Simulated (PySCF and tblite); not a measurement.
Values are calculated unless marked as measured or tabulated.
C3H5F, numbered as in [CH2:1]=[CH:2][CH2:3][F:4]. The same 2 conformers on PBE0-D3(BJ)/def2-SVP geometries, with only the solvent of the single-point energies changed (functional PBE0, basis set def2-TZVP, D3(BJ) where defined; PySCF).

Torsions listed: C1–C2–C3–F4. Of a mirror pair one member is shown.

```json
{"conformer": "1", "shape": "-132°", "symmetry": "C1 (pair)", "dipole D": "1.74"}
{"conformer": "2", "shape": "0°", "symmetry": "Cs", "dipole D": "1.65"}
```

Energies (kcal/mol) above conformer 1 and its weight at 298.15 K (thermal terms from GFN2-xTB):

```
    solvent  E(2) − E(1)  weight of 1 (%)  dipole of 1 (D)  of 2
  gas phase        -0.47               50             1.74  1.65
cyclohexane        -0.40               53             1.90  1.84
 chloroform        -0.37               54             2.03  2.00
    acetone        -0.36               55             2.13  2.14
      water            ?                ?                ?     ?
```

Question: What does water give?

Answer: E(2) − E(1) = -0.37 kcal/mol, weight of conformer 1 54 %, dipoles 2.15 and 2.17 D.

Question: How much does the choice of solvent matter?

Answer: The widest range is that of E(2) − E(1), which runs from -0.47 (gas phase) to -0.36 kcal/mol (acetone), a spread of 0.10, against RT = 0.59.
